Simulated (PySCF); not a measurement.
methanethiol (CH4S), SMILES SC. Atoms are numbered in the order given.

```xyz
6

C      0.0198     1.1571     0.0000
S     -0.0868    -0.6628     0.0000
H      0.5214     1.5239     0.8930
H     -1.0064     1.5205     0.0000
H      0.5214     1.5239    -0.8930
H      1.2339    -0.9056     0.0000
```

Geometry: B3LYP-D3(BJ)/def2-TZVP.

Level of theory: r2SCAN/def2-TZVPD in PySCF.

Mulliken values depend strongly on the basis, most of all with diffuse functions as here. Atomic charges (e):

| atom | meta-Löwdin | Mulliken |
|---|---|---|
| C1 | -0.40 | -0.31 |
| S2 | -0.09 | -0.34 |
| H3 | 0.13 | 0.19 |
| H4 | 0.14 | 0.13 |
| H5 | 0.13 | 0.19 |
| H6 | 0.09 | 0.14 |
